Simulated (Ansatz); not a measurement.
# BAs⁺, sextet: the ladder up to full CI

Geometry: that of the BAs⁺, quartet, kept fixed. The doublet lies 4.1 eV lower here.

```csv
atom,x (Å),y (Å),z (Å)
B,0.0000,0.0000,0.0000
As,0.0000,0.0000,1.9675
```

Basis cc-pVDZ; Ansatz 0.2.0. Correlated methods freeze the noble-gas cores and the filled d shells of p-block atoms, which leaves 7 electrons in 26 orbitals. R marks a restricted (for open shells ROHF) determinant, U an unrestricted one. Active spaces: valence = (7e, 8o) chosen from the atoms' valence shells. No spin–orbit coupling is included, and no scalar relativity.

Full CI is exact within this basis and frozen core; it isn't the basis-set limit. The frozen core follows each run's orbitals, which can shift R against U totals by a few meV for light atoms and by up to 0.1 eV past Ca.

For open shells CISD is restricted-active-space CI with the open shells as a complete middle space.

- UHF ⟨S²⟩: 8.754
- T1 diagnostic (RCCSD): 0.0267
- largest doubles amplitude (RCCSD): 0.071

```csv
level,E − E(RHF) (eV)
RMP2,-1.9046
RCCSD,-2.4361
RCCSD(T),-2.5059
```

Task: Estimate how far full CI in cc-pVDZ lies from RCCSD(T). The table doesn't fix it; the size of (T) and the diagnostics are the guide.

Result: Full CI in cc-pVDZ lies 24 meV below RCCSD(T), which is 35 % of the (T) step (-70 meV). The diagnostics give no warning, yet the rest is a sizeable part of (T).

The other levels:

| level | E − E(full CI) (meV) | share of correlation (%) | wall time |
| --- | --- | --- | --- |
| CISD | 105 | 95.86 | 2 s |
| BCCD(T) | 24 | 99.03 | 1.9 s |
| RCCSDT | 3 | 99.87 | – |
| RCCSDT(Q) | 0 | 100.00 | 6 s |
| CASSCF (valence space) | 1765 | 30.25 | – |
| NEVPT2 (valence space) | 461 | 81.76 | 2.7 s |
| MRCISD (valence space) | 70 | 97.25 | – |
| MRCISD+Q (valence space) | -2 | 100.08 | 3.9 s |

The correlation energy at full CI, counted from RHF, is -2.530 eV. That run took 2.1 min on 1 thread of Arm Neoverse N1, shared host over 1,496,572 determinants.

Run but not shown, since their state, orbitals or frozen core can't be matched to the reference's or they repeat it: UHF, UMP2, UCCSD, UCCSD(T), UCCSDT, UCCSDT(Q).

Times hold each run's SCF and search for its determinant on a shared host, so for small cases they say little of a method's own cost; they ran on 1 thread of Arm Neoverse N1. Some runs computed forces too.

The full-CI state has the irrep B2 of C2v, in the program's axes (one component, if the state is degenerate).

Natural occupations of full CI about the gap: 1.942 1.003 0.995 0.986 0.986 0.982 0.024 0.023 0.011 0.008; effectively unpaired electrons, Σ n²(2−n)², 5.02.
